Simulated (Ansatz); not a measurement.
# FHMgO: taking an electron away

The task here is to estimate one member of a computed series from the others.

Method: unrestricted cation, the program's frozen cores in correlated methods; program: Ansatz 0.2.0, Gaussian basis.

Levels to be run: UKS PBE-D4/def2-TZVPP; UKS r2SCAN-D4/def2-TZVPP; UKS PBE0-D4/def2-TZVPP; UKS B3LYP-D4/def2-TZVPP; UKS wB97X-V/def2-TZVPP; UKS wB97M-V/def2-TZVPP; UKS B2PLYP/def2-TZVPP; UHF-CCSD(T)/def2-TZVPP; UHF-MP2/def2-QZVPP; extrapolation to the limit; then −ε(HOMO) from the neutral's earlier runs with LDA (SPW92), PBE-D4, revPBE-D4, BLYP-D4, r2SCAN-D4, B97M-V, PBE0-D4, B3LYP-D4, r2SCANh-D4, r2SCAN0-D4, HSE06-D4, BHLYP-D4, CAM-B3LYP-D4, LC-ωPBE, ωB97X-V, ωB97M-V.

## The geometry

The geometry comes from an earlier relaxation with PBE0-D4 in a triple-zeta def2 set; it is a stationary point.

SMILES `[OH][Mg][F]`, 4 atoms, charge 0, spin multiplicity 1.

Atoms are counted from 1 here; the program's logs count them from 0.

Bond lengths: O1–Mg2 1.754 Å, O1–H4 0.947 Å, Mg2–F3 1.751 Å. Angles: Mg2–O1–H4 165.3°, O1–Mg2–F3 178.3°.

The first run:

The input, in.yaml:

```yaml
crystal:
  periodic: [false, false, false]
  atoms:
    - {symbol: O, position_ang: [-0.021792, 1.049552, -0.217901]}
    - {symbol: Mg, position_ang: [-0.028935, -0.677222, 0.087151]}
    - {symbol: F, position_ang: [-0.080664, -2.405105, 0.364896]}
    - {symbol: H, position_ang: [0.186891, 1.972375, -0.254546]}
basis:
  gaussian: {orbitals: def2-TZVPP}
total_charge: 1
magnetization: {spin_polarized: true, initial_magnetization: 1}
hamiltonian: {xc: pbe, dispersion: d4}
```

Among the steps run: Cation, UKS PBE-D4/def2-TZVPP; Cation, UKS r2SCAN-D4/def2-TZVPP; Cation, UKS PBE0-D4/def2-TZVPP; Cation, UKS B3LYP-D4/def2-TZVPP; Cation, UKS wB97X-V/def2-TZVPP; Cation, UKS wB97M-V/def2-TZVPP; Cation, UKS B2PLYP (frozen core)/def2-TZVPP; Cation, UHF-CCSD(T)/def2-TZVPP; Cation, UHF-MP2/def2-QZVPP.

One table of the session follows, with a row left open; its other results are not shown here.

For comparison, −ε(HOMO) of the neutral from earlier runs:

```
  functional  −ε(HOMO) (eV)
 LDA (SPW92)           6.88
      PBE-D4           6.64
   revPBE-D4           6.55
     BLYP-D4           6.58
   r2SCAN-D4           6.96
      B97M-V           6.98
     PBE0-D4           8.28
    B3LYP-D4           8.05
  r2SCANh-D4           7.58
  r2SCAN0-D4           8.53
    HSE06-D4           7.87
    BHLYP-D4           9.91
CAM-B3LYP-D4           9.87
     LC-ωPBE              ?
     ωB97X-V          10.87
     ωB97M-V          10.82
```

**Question.** Estimate the row for LC-ωPBE.

As computed: −ε(HOMO) (eV): 11.25. In the column «−ε(HOMO) (eV)» it is the highest.
